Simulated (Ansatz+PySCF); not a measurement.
Results of a calculation; reference values are marked as such.
# Several solutions for singlet CH₃(-)

```yaml
atoms:
  - { symbol: C, position_ang: [0.0000, 0.0000, 0.0000] }
  - { symbol: H, position_ang: [1.0903, 0.0000, 0.0000] }
  - { symbol: H, position_ang: [-0.5452, 0.9443, 0.0000] }
  - { symbol: H, position_ang: [-0.5452, -0.9443, 0.0000] }
```

Basis set: aug-cc-pVDZ (spherical functions). Charge -1, multiplicity 1.

CASSCF(2,2) was run from several starts with Ansatz (development build ahead of 0.2.0) and PySCF 2.14.0. The starts are those of the Hartree–Fock orbitals from which the active space was taken at the frontier.

```csv
run,program,start,converged,energy (hartree),<S²>
A,Ansatz,stability test followed,yes,-39.52614,0.00
B,Ansatz,search for the lowest state,yes,-39.52614,0.00
C,PySCF,program defaults,yes,-39.51329,0.00
D,Ansatz,"atomic start, no search",yes,-39.52614,0.00
```

Which runs reached the lowest solution of this kind, and what is wrong with the others?

A, B, D reached the lowest solution found. Converged but too high: C by 0.35 eV. Convergence only shows a stationary point; in CASSCF the end hangs on which orbitals enter the active space. Caution: other starts end on other solutions of this active space.
